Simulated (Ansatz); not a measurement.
Computed with Ansatz on PBE0-D4/def2-TZVP structures; ΔE is electronic, products minus reactants. CCSD(T)/CBS adds triple-zeta CCSD(T) − MP2 to the extrapolated MP2 energy (def2 sets, frozen cores). Functionals use def2-TZVPP. B3LYP here is the variant with VWN-RPA as its local correlation; programs differ in this. Each species was taken in one conformer, which may not be the lowest.

Reaction (isomerisation): `CCCCCC(C)C` → `CCC(CC)C(C)C`

```
             level  ΔE (kJ/mol)  difference from CCSD(T)/CBS
            PBE-D4          7.5                          2.7
         r2SCAN-D4          7.4                          2.6
           PBE0-D4          7.7                          2.9
          B3LYP-D4          8.0                          3.2
           ωB97X-V          6.7                          1.9
           ωB97M-V          5.2                          0.4
            B2PLYP         12.1                          7.3
               PBE         14.2                          9.4
            r2SCAN          9.4                          4.6
              PBE0         13.7                          8.9
             B3LYP         18.3                         13.5
     HF/def2-TZVPP         23.8                         19.0
    MP2/def2-TZVPP          2.0                         -2.8
SCS-MP2/def2-TZVPP          6.2                          1.4
   CCSD/def2-TZVPP          7.3                          2.5
CCSD(T)/def2-TZVPP          4.3                         -0.5
     HF/def2-QZVPP         24.0                         19.2
    MP2/def2-QZVPP          2.3                         -2.5
SCS-MP2/def2-QZVPP          6.6                          1.8
      HF/CBS(def2)         24.1                         19.3
     MP2/CBS(def2)          2.5                         -2.3
    CCSD/CBS(def2)          7.8                          3.0
       CCSD(T)/CBS          4.8                            0
```

Largest T1 diagnostic among the species: 0.009.

In def2-TZVPP, CCSD(T) changes the Hartree–Fock value by −19.5 kJ/mol (the triples alone add −2.9 kJ/mol) and MP2 by −21.9 kJ/mol. The D4 term adds −10.4 kJ/mol with B3LYP and −6.0 kJ/mol with PBE0; it sums over pairs of atoms, weighted by their polarisabilities, and B3LYP, whose exchange is more repulsive, gets the larger term.
